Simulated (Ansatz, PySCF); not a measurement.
This PySCF input computes a SVWN5/def2-TZVPD energy:

```python
from pyscf import gto, scf, dft

mol = gto.M(
    atom='''
    O     0.00797430    0.03127390    1.17113953
    C     0.01594649    1.23699325    0.39861600
    C    -0.00912020   -1.05942675    0.35440347
    C     0.00238201    0.77005062   -0.90890318
    C    -0.01334858   -0.66592199   -0.94516083
    H    -0.01658194   -2.03380540    0.82240935
    H     0.00366830    1.41506903   -1.77894846
    H    -0.02603907   -1.32162564   -1.80630991
    ''',
    basis='def2-tzvpd',
    charge=-1,
    spin=0,
    verbose=4,
)

mf = dft.RKS(mol, xc='svwn').density_fit(auxbasis='def2-universal-jkfit')
mf.grids.level = 3
mf.conv_tol = 1e-9
mf.max_cycle = 100
mf.max_memory = 1500
mf.kernel()
if not mf.converged:
    mf = mf.newton()
    mf.kernel(mf.make_rdm1())
mf.analyze()
```

Write an input for the same energy in Ansatz (a quantum-chemistry and plane-wave program) and say what it gives.


Ansatz 0.2 input:
```yaml
crystal:
  periodic: [false, false, false]
  atoms:
    - {symbol: O, position_ang: [0.00797430, 0.03127390, 1.17113953]}
    - {symbol: C, position_ang: [0.01594649, 1.23699325, 0.39861600]}
    - {symbol: C, position_ang: [-0.00912020, -1.05942675, 0.35440347]}
    - {symbol: C, position_ang: [0.00238201, 0.77005062, -0.90890318]}
    - {symbol: C, position_ang: [-0.01334858, -0.66592199, -0.94516083]}
    - {symbol: H, position_ang: [-0.01658194, -2.03380540, 0.82240935]}
    - {symbol: H, position_ang: [0.00366830, 1.41506903, -1.77894846]}
    - {symbol: H, position_ang: [-0.02603907, -1.32162564, -1.80630991]}
basis:
  gaussian:
    orbitals: def2-TZVPD
hamiltonian:
  xc: {name: SVWN5}
total_charge: -1
output: {forces: true}
```
It gives -227.54194 Eh, and PySCF -227.54200 Eh, a difference of 0.06 mEh, from the treatment of integrals and grids.

It need not be the lowest isomer of its formula. Whether it binds its extra electron was not tested at this geometry.
